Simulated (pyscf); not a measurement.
## Hydrogen shift: •HC=CH–Cl (SMILES [CH]=CCl) -> H₂C=C•–Cl (SMILES C=[C]Cl)

Gas phase, doublet surface, charge 0. Bonds broken: C1–H3. Bonds formed: C2–H3. Structures and frequencies: ωB97X-D3(BJ)/def2-SVP in PySCF. Correlated levels are frozen-core, on RHF or UHF. ΔMP2 is the change of the MP2 total energy from the triple- to the quadruple-zeta basis.

Transition state (Å):

```xyz
5

C      0.8473    -0.7912     0.5927
C      0.4386     0.2268    -0.0809
H      0.1600     0.0558     1.2157
H      0.3395     0.8364    -0.9809
Cl     1.7663    -2.2595     0.4436
```

One imaginary mode, 2070i cm⁻¹; descent along it reached the two sides named.

```json
[
 {"bond": "C1–H3", "change": "breaks", "reactant side (Å)": "1.095", "saddle": "1.256", "product side": "2.095"},
 {"bond": "C2–H3", "change": "forms", "reactant side (Å)": "2.127", "saddle": "1.337", "product side": "1.095"}
]
```

Electronic energies relative to the reactant's lowest minimum found (kcal/mol):

```json
[
 {"level": "ωB97X-D3(BJ)/def2-TZVP", "barrier": "48.2", "reaction energy": "-4.4", "reverse barrier": "52.6"},
 {"level": "PBE/def2-TZVP", "barrier": "41.1", "reaction energy": "-5.4", "reverse barrier": "46.4"},
 {"level": "r²SCAN/def2-TZVP", "barrier": "45.6", "reaction energy": "-4.7", "reverse barrier": "50.3"},
 {"level": "B3LYP-D3(BJ)/def2-TZVP", "barrier": "46.6", "reaction energy": "-4.5", "reverse barrier": "51.1"},
 {"level": "PBE0-D3(BJ)/def2-TZVP", "barrier": "45.6", "reaction energy": "-4.7", "reverse barrier": "50.3"},
 {"level": "M06-2X/def2-TZVP", "barrier": "47.9", "reaction energy": "-3.7", "reverse barrier": "51.6"},
 {"level": "ωB97M-D3(BJ)/def2-TZVP", "barrier": "47.2", "reaction energy": "-3.8", "reverse barrier": "51.0"},
 {"level": "HF/def2-TZVP", "barrier": "65.1", "reaction energy": "-2.5", "reverse barrier": "67.6"},
 {"level": "MP2/def2-QZVPP", "barrier": "39.5", "reaction energy": "-3.8", "reverse barrier": "43.3"},
 {"level": "CCSD/def2-TZVPP", "barrier": "50.1", "reaction energy": "-3.7", "reverse barrier": "53.7"},
 {"level": "CCSD(T)/def2-TZVPP", "barrier": "47.7", "reaction energy": "-3.9", "reverse barrier": "51.6"},
 {"level": "CCSD(T)/def2-TZVPP + ΔMP2(QZVPP)", "barrier": "47.1", "reaction energy": "-3.8", "reverse barrier": "50.9"}
]
```

With CCSD(T)/def2-TZVPP + ΔMP2(QZVPP) energies and thermal terms (ideal gas, 1 atm, RRHO with modes under 100 cm⁻¹ raised to 100, one conformer, R ln 2 for rigid chiral ones), in kcal/mol:

```csv
T (K),ΔH‡,ΔG‡,ΔH,ΔG
298,43.5,42.7,-3.5,-3.4
600,43.7,41.8,-3.6,-3.2
900,43.5,40.9,-3.7,-3.0
1200,43.2,40.0,-3.7,-2.8
```

The same reactants have a lower exit, to HC≡CH + Cl• (no saddle counted: cutting one bond, which may have a small barrier of its own, costs +20.3 kcal/mol at ωB97M-D3(BJ), against +47.2 kcal/mol here). One saddle was located; it need not be the lowest between these sides. The CCSD(T) − MP2 part came from Ansatz, without density fitting, on the same reference. A UHF reference is spin-contaminated (<S²> up to 0.98), which harms MP2 most.
